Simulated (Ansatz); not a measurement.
# P2Si: the cost of one run

Program: Ansatz 0.2.0, Gaussian basis. Level of theory: cc-pVTZ, core rule «outside noble gas», up to 15 orbitals frozen. These are calculated values, not measurements.

The runs, in order: UHF; CCSD(T) on RHF; BCCD(T) on RHF; CCSDT(Q) on RHF; CASSCF and NEVPT2, 14 electrons in 12 orbitals.

2 further runs of the same task are left out: 2 set aside as unsound or not needed.

### Step 1. What is computed

The geometry is a PBE0/def2-TZVP stationary point (not a proven minimum).

3 atoms, charge 0, spin multiplicity 1.

Atoms are counted from 1 here; the program's logs count them from 0.

Bond lengths: P1–P2 2.051 Å, P1–Si3 2.217 Å, P2–Si3 2.217 Å. Angles: P2–P1–Si3 62.5°, P1–P2–Si3 62.5°, P1–Si3–P2 55.1°.

Coordinates:

```
P     0.00000   -1.02529    0.61315
P     0.00000    1.02529    0.61315
Si    0.00000    0.00000   -1.35240
```

### Step 2. UHF

Contents of in.yaml:

```yaml
crystal:
  periodic: [false, false, false]
  atoms:
    - {symbol: P, position_ang: [0.000000, -1.025294, 0.613145]}
    - {symbol: P, position_ang: [0.000000, 1.025294, 0.613145]}
    - {symbol: Si, position_ang: [0.000000, 0.000000, -1.352400]}
basis:
  gaussian: {orbitals: cc-pVTZ}
magnetization: {spin_polarized: true, initial_magnetization: 0}
hamiltonian: {xc: hf}
output: {orbitals: {seedname: orbitals}}
```

Run with:

```console
> ansatz run in.yaml --threads 1 --pin off --events-out ev --progress --plain --max-ram 4096MiB --backend cpu
```

What time and memory should one allow on 1 thread of AMD EPYC 7R13, shared host?

About 14 s, with a peak of 0.35 GiB.
